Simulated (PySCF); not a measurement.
Compound: C3H8P2.
Structure used (GFN2-xTB), in Å, numbered top down from 1:
```
atom  x, y, z in Å
P1     1.4377    0.5960   -0.9555
C2     1.1545   -0.1655    0.7226
P3    -0.5684   -0.7861    1.1418
C4    -1.4466   -0.6040   -0.4663
C5    -1.5728    0.5860    0.4430
H6     1.7065   -0.6027   -1.6176
H7     2.7944    0.8237   -0.7224
H8     1.8543   -0.9924    0.8768
H9     1.3895    0.6047    1.4673
H10   -0.8496   -0.4935   -1.3646
H11   -2.3235   -1.2240   -0.6009
H12   -1.0424    1.4881    0.1624
H13   -2.5379    0.7701    0.8957
```

The computed photoelectron lines, unassigned: C 1s: 290.36 (area 2), 290.43 (area 1) eV; P 1s: 2149.59 (area 1), 2150.01 (area 1) eV; P 2p3/2: 135.99 (area 1), 136.45 (area 1) eV.

Level of theory: delta-SCF UKS SCAN, pcX-2 on the ionised atom, pcseg-1 elsewhere, spin-free X2C in PySCF. Isolated species at its GFN2-xTB geometry (one conformer only).

(1) Assign the P 1s lines to atoms.

(2) Order the phosphorus atoms by P 2p3/2 binding energy.

Answers

(1) 2149.59 eV: P3 (phosphine phosphorus); 2150.01 eV: P1 (phosphine phosphorus). Lowest listed P 1s: P3, bonded to 3 C. Highest, 0.42 eV above it: P1, bonded to C and 2 H.

(2) 135.99 eV: P3 (phosphine phosphorus); 136.45 eV: P1 (phosphine phosphorus). Lowest listed P 2p3/2: P3, bonded to 3 C. Highest, 0.46 eV above it: P1, bonded to C and 2 H.

Bonded neighbours of each site: P1: C and 2 H; C2: 2 H and 2 P; P3: 3 C; C4/C5: C, 2 H and P.

Which photon energy gives electrons from C 1s of C2 a kinetic energy of 200 eV, and what is their de Broglie wavelength?

hν = 290.43 + 200 = 490.43 eV, recoil neglected; λ = 12.264 Å/√(E/eV) = 0.87 Å.

Topologically equivalent atoms share the value of their first member; where this conformer doesn't relate them by symmetry, their own values could differ. 2p3/2 and 2p1/2 are the ΔSCF energy of one spin-free 2p hole plus the eigenvalues of a spin–orbit and ligand-field matrix of the shell. 2p1/2 minus 2p3/2 (ligand field included): P 0.89 eV.
